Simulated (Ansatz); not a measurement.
**AlBHF (quintet): from Hartree-Fock to the top rungs, cc-pVDZ**

How much of the correlation energy of AlBHF (quintet) does each wave-function method recover here?

The runs use Ansatz 0.2.0, Gaussian basis; cc-pVDZ, core rule «outside noble gas», up to 7 orbitals frozen.

To be run: UHF; CCSD(T) on ROHF; CCSD(T) on UHF; BCCD(T) on ROHF; CISD; CCSDT(Q) on ROHF; CCSDT(Q) on UHF.

26 further runs of the same task are left out: 9 that didn't finish, 17 set aside as unsound or not needed.

## 1. The system

The geometry is a PBE0/def2-TZVP stationary point (not a proven minimum) of the parent state, kept for this charge and spin.

4 atoms, charge 0, spin multiplicity 5.

Atoms are counted from 1 here; the program's logs count them from 0.

Bond lengths: Al1–B2 2.110 Å, B2–F3 1.327 Å, B2–H4 1.205 Å. Angles: Al1–B2–F3 126.1°, Al1–B2–H4 112.4°, F3–B2–H4 121.5°.

## 2. UHF

Input file in.yaml:

```yaml
crystal:
  periodic: [false, false, false]
  atoms:
    - {symbol: Al, position_ang: [0.000000, -0.075183, 1.427166]}
    - {symbol: B, position_ang: [0.000000, 0.523760, -0.596061]}
    - {symbol: F, position_ang: [0.000000, -0.282645, -1.649481]}
    - {symbol: H, position_ang: [0.000000, 1.722317, -0.719901]}
basis:
  gaussian: {orbitals: cc-pVDZ}
magnetization: {spin_polarized: true, initial_magnetization: 4}
hamiltonian: {xc: hf}
output: {orbitals: {seedname: orbitals}}
```

Run with:

```
$ ansatz run in.yaml --threads 1 --pin off --events-out ev --progress --plain --max-ram 2393MiB
```

The runs that follow: CCSD(T) on ROHF; CCSD(T) on UHF; BCCD(T) on ROHF; CISD; CCSDT(Q) on ROHF; CCSDT(Q) on UHF.

Before running them: what should the planned runs give, taken together? Wanted: UCCSDT(Q) below the RHF energy; RMP2 from UCCSDT(Q); UMP2 from UCCSDT(Q); RCCSD from UCCSDT(Q); RCCSD(T) from UCCSDT(Q); UCCSD(T) from UCCSDT(Q); RCCSDT(Q) from UCCSDT(Q); T1 diagnostic.

The runs gave:

```
                         quantity                               value
   UCCSDT(Q) below the RHF energy                          -8.4044 eV
              RMP2 from UCCSDT(Q)                        +78.0 kJ/mol
              UMP2 from UCCSDT(Q)                        +77.0 kJ/mol
             RCCSD from UCCSDT(Q)                        +23.6 kJ/mol
          RCCSD(T) from UCCSDT(Q)                         +4.4 kJ/mol
          UCCSD(T) from UCCSDT(Q)                         +4.3 kJ/mol
         RCCSDT(Q) from UCCSDT(Q)                         +0.5 kJ/mol
levels within 1 kcal/mol (43 meV)  BCCD(T), RCCSDT, UCCSDT, RCCSDT(Q)
                    T1 diagnostic                               0.029
```

What this shows: RCCSD(T) lands +4.4 kJ/mol from the yardstick (0.5 % of the correlation energy). These misses are within one basis, not against nature; the frozen cores of restricted and unrestricted runs differ, which can shift their rows.
